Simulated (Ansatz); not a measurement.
A made-up structure of Al₂BH₅, closed shell:

```
8
angstrom
Al 0.5870 0.4353 0.0914
B -1.0834 1.3143 -0.8294
Al 0.7814 -1.5385 0.7822
H -1.2170 1.2642 -1.9705
H -1.9034 1.8160 -0.1982
H 1.7982 1.3340 0.2804
H 1.3028 -2.6901 -0.1880
H 0.3520 -1.9240 2.2676
```

It is relaxed with PBE-D4/def2-SVP and then PBE0-D4/def2-TZVP (Ansatz 0.2.0). Atoms count as bonded within 1.22 times the sum of their covalent radii (H–H: 0.88 Å). The end point is not checked to be a true minimum.

Question: Does its bonding change? (Judge from chemistry; the calculation decides.)

Answer: By the calculation: No: no bond forms or breaks.

Where it ends: The first stage lowers the energy by 1.44 eV in 8 steps. It ends as Al₂BH₅ ([BH2][AlH][AlH2]):
```xyz
8
angstrom
Al 0.6403 0.6724 0.0382
B -1.1070 1.4151 -0.8700
Al 0.8032 -1.7816 0.8663
H -1.3092 1.3323 -2.0509
H -2.0092 1.8976 -0.2411
H 1.9045 1.6351 0.2283
H 1.3173 -2.9582 -0.0812
H 0.3776 -2.2015 2.3459
```

Labels in which every atom is bracketed show which atoms are joined, not bond orders.

For scale, one of the runs: PBE0-D4/def2-TZVP relaxation, 135 basis functions, launched by `ansatz run in.yaml --threads 2 --pin off --events-out ev --progress --plain --max-ram 4352MiB`. The run took about 25 s on 2 CPU threads of an Arm Neoverse V1 (shared host).
